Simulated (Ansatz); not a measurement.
A relaxation, step by step

LiSiH3S, closed shell, BLYP-D4/def2-TZVP (Ansatz 0.2.0). Settings:

```yaml
hamiltonian: {xc: {name: BLYP}, dispersion: d4}
relax: {f_tol: 0.2, max_steps: 5, max_displacement: 0.05}
```

Start:

Li1  (-1.494, -2.516, 0.973)
S2  (-1.419, -0.710, -0.062)
Si3  (0.369, 0.635, -0.062)
H4  (1.611, -0.297, -0.881)
H5  (-0.073, 1.711, -1.005)
H6  (0.918, 0.991, 1.072)
(Å)

| step | energy less the last (meV) | largest force component (eV/Å) |
| --- | --- | --- |
| 1 | 948.9 | 5.681 |
| 2 | 521.6 | 3.636 |
| 3 | 233.1 | 2.091 |
| 4 | 60.3 | 0.836 |
| 5 | 0.0 | 0.185 |

Step 2, positions (Å) and forces (eV/Å):

| atom | x | y | z | Fx | Fy | Fz |
| --- | --- | --- | --- | --- | --- | --- |
| Li1 | -1.493 | -2.518 | 0.975 | 0.093 | -0.220 | 0.170 |
| S2 | -1.412 | -0.700 | -0.061 | 0.699 | 0.939 | 0.052 |
| Si3 | 0.366 | 0.603 | -0.098 | -0.627 | -2.958 | -3.636 |
| H4 | 1.596 | -0.282 | -0.871 | -1.327 | 1.210 | 0.874 |
| H5 | -0.069 | 1.712 | -1.002 | 0.324 | 0.139 | 0.231 |
| H6 | 0.924 | 0.999 | 1.091 | 0.837 | 0.889 | 2.309 |

Step 3, positions (Å) and forces (eV/Å):

```csv
atom,x,y,z,Fx,Fy,Fz
Li1,-1.491,-2.520,0.977,0.096,-0.141,0.121
S2,-1.404,-0.689,-0.060,0.465,0.620,0.037
Si3,0.368,0.568,-0.132,-0.079,-1.932,-2.091
H4,1.575,-0.264,-0.858,-1.129,0.975,0.660
H5,-0.063,1.713,-0.999,0.337,0.033,0.168
H6,0.927,1.006,1.107,0.309,0.446,1.105
```

Step 4, positions (Å) and forces (eV/Å):

```tsv
atom	x	y	z	Fx	Fy	Fz
Li1	-1.488	-2.522	0.979	0.099	-0.063	0.072
S2	-1.394	-0.678	-0.059	0.201	0.280	0.030
Si3	0.373	0.532	-0.165	-0.019	-0.813	-0.836
H4	1.545	-0.239	-0.844	-0.635	0.543	0.300
H5	-0.050	1.711	-0.995	0.338	-0.063	0.100
H6	0.926	1.010	1.117	0.016	0.116	0.334
```

Last step (5):

```
6
angstrom
Li -1.4703 -2.5248 0.9871
S -1.3956 -0.6707 -0.0540
Si 0.3642 0.5066 -0.1835
H 1.5078 -0.2080 -0.8410
H -0.0026 1.7084 -0.9953
H 0.9079 1.0030 1.1208
```

Hardware: 2 CPU threads of an AMD EPYC 7B13, shared host. Wall time about 6.5 s.
